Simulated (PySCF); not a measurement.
Al(Cl)3 anion (AlCl3), SMILES [Al]([Cl])([Cl])[Cl] (connectivity only; charge and spin as stated), charge -1, multiplicity 2.

Geometry optimised at PBE0-D3(BJ)/def2-SVPD. The spin state was assumed, not searched. The isomer is the one that the SMILES or the coordinates give; other isomers of the formula were not compared.

The numbers are results of PBE/def2-TZVPD (PySCF), not measurements.

Gas-phase values at a fixed geometry. A positive occupied level means that this level leaves the electron formally unbound; only the finite basis holds it.

Computed frontier levels, dipole moment and polarisability:
- α spin, highest occupied and lowest empty level = 0.05 and 3.00 eV
- β spin, highest occupied and lowest empty level = -2.78 and 1.50 eV
- dipole moment about the centre of nuclear charge = 0.16 D
- mean static polarisability = 105.7 bohr³ (15.67 Å³)
- polarisability, principal values = 98.7, 109.3, 109.3 bohr³
- ⟨S²⟩ = 0.751 (pure state 0.75)
